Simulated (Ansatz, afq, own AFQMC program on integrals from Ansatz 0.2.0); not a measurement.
**SiNH₄, quartet in cc-pVTZ, levels against AFQMC with the constraint released**

```xyz
6

Si   -0.8768    0.0000    0.0000
H    -1.3717    1.3997    0.0000
H    -1.3717   -0.6999    1.2122
H    -1.3717   -0.6999   -1.2122
H     0.8072    0.0000    0.0000
N     1.9962    0.0000    0.0000
```

Connectivity, by distances: SiH3 ··· N, 1 bridging H.

Basis cc-pVTZ. Only valence electrons are correlated. Ansatz 0.2.0 and our own AFQMC program on the same integrals; the CISD trial comes from CCSD amplitudes, and released means the phaseless constraint is let go. Uncertainties: one standard error, sampling alone.

Determinant: UHF, the one that the program's search chose, which needn't be the lowest solution. The geometry is a point of a scan.

No full CI on the walks' own integrals is used here. The released AFQMC energy serves as the reference, which it does only where one determinant dominates, the energy is flat over the last release times and near the phaseless one (40 meV or 2 meV an electron, half that with transition metals). On small molecules, where full CI could be run and the noise was under 10 meV, such values lay within 10 meV of it in 19 cases of 20, a flattering rate, since the rule was set on those same cases; what remains of the bias isn't in the error bar.

Cautions: lower spins were not checked; the released value is read at 1.62 1/Eh, later times being too noisy (meV from the phaseless value at times in 1/Eh: -3 ± 4 at 0.24, -7 ± 5 at 0.51, -13 ± 6 at 0.99, -5 ± 8 at 1.62, -1 ± 14 at 2.40).

The T1 diagnostic is 0.0167, the weight of the determinant in the CISD state is 0.870 and the ⟨S²⟩ of the determinant is 3.791. The size of the correlated space is 13 electrons in 114 orbitals.

Reference: AFQMC with the constraint released, correlation energy -8.717 ± 0.008 eV.

| level | E − E(reference) (kJ/mol) | share of correlation (%) |
| --- | --- | --- |
| HF | 841.0 ± 0.8 | 0.00 |
| MP2 | 149.9 ± 0.8 | 82.18 |
| CCSD | 28.2 ± 0.8 | 96.65 |
| CCSD(T) | 4.1 ± 0.8 | 99.51 |
| ph-AFQMC/CISD | 0.5 ± 0.9 | 99.94 |

A walk keeps the symmetry of its determinant, which the program's search chose and which needn't be the lowest solution, so a lower state of the same spin and another symmetry isn't excluded. Released energies are given only where the last usable release times agree within the noise; a slower fall can still hide under it.
